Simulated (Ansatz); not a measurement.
2H WSe₂, treated with PBE (Ansatz, an electronic-structure program, PAW).

Run with plane-wave cutoff 520 eV, 12×12×4 k mesh (along the axes of the cell as run), Fermi–Dirac smearing 0.01 eV, no spin polarisation, scalar-relativistic PAW data made under PBE.

Starting structure:

```yaml
crystal:
  lattice:
    - [3.28000, 0.00000, 0.00000]
    - [-1.64000, 2.84056, 0.00000]
    - [0.00000, 0.00000, 12.96000]
  atoms:
    - { symbol: W, position: [0.66667, 0.33333, 0.75000] }
    - { symbol: W, position: [0.33333, 0.66667, 0.25000] }
    - { symbol: Se, position: [0.66667, 0.33333, 0.37900] }
    - { symbol: Se, position: [0.33333, 0.66667, 0.87900] }
    - { symbol: Se, position: [0.33333, 0.66667, 0.62100] }
    - { symbol: Se, position: [0.66667, 0.33333, 0.12100] }
```

Problem. Into what structure does the relaxation of cell and atoms lead at this level, with the symmetry of the start kept?

Solution. The volume rises by 21 %; final space group P6_3/mmc.
```yaml
crystal:
  lattice:
    - [3.32069, 0.00000, 0.00000]
    - [-1.66034, 2.87580, 0.00000]
    - [0.00000, 0.00000, 15.25067]
  atoms:
    - { symbol: W, position: [0.66667, 0.33333, 0.75000] }
    - { symbol: W, position: [0.33333, 0.66667, 0.25000] }
    - { symbol: Se, position: [0.66667, 0.33333, 0.36004] }
    - { symbol: Se, position: [0.33333, 0.66667, 0.86004] }
    - { symbol: Se, position: [0.33333, 0.66667, 0.63996] }
    - { symbol: Se, position: [0.66667, 0.33333, 0.13996] }
```

Note: the cell comes from a level without a dispersion term, which matters for the spacing of layers, chains or molecules; the cell has widely spaced layers and the level no dispersion term, so their spacing and the moduli can rest on weak binding.
